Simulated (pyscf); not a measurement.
Structures and frequencies: ωB97X-D3(BJ)/def2-SVP in PySCF.

Task: Estimate by transition-state theory (the high-pressure limit) the rate constant of `[CH3][CH2][GaH2]` → `[CH3][CH2][Ga]` [singlet] + `[H][H]` (singlet surface; Ga–H, Ga–H broken, H–H formed) at 900 K, with ωB97M-D3(BJ)/def2-TZVP energies (ideal gas, 1 atm, RRHO with modes under 100 cm⁻¹ raised to 100, one conformer, R ln 2 for chiral ones without a mode under 150 cm⁻¹; no tunnelling).

Result: The electronic barrier is 62.6 kcal/mol and the thermal terms add -0.8, so ΔG‡ = 61.8 kcal/mol. With k_BT/h = 1.88e+13 s⁻¹ and RT = 1.788 kcal/mol, k = 1.9e-02 s⁻¹, a half-life of 3.7e+01 s through this channel alone. Wigner's tunnelling factor for 1427i cm⁻¹ would be 1.22. A shift of 1 kcal/mol in the barrier changes k by a factor 1.7. H₃C–CH₂–GaH₂ lies 10.9 kcal/mol over its isomer H₃C–GaH–CH₃ (electronic energy, ωB97M-D3(BJ)/def2-TZVP). This is the saddle that the search found; another between the same sides may lie lower. Elements up to Kr have no core potential and no relativistic terms here.
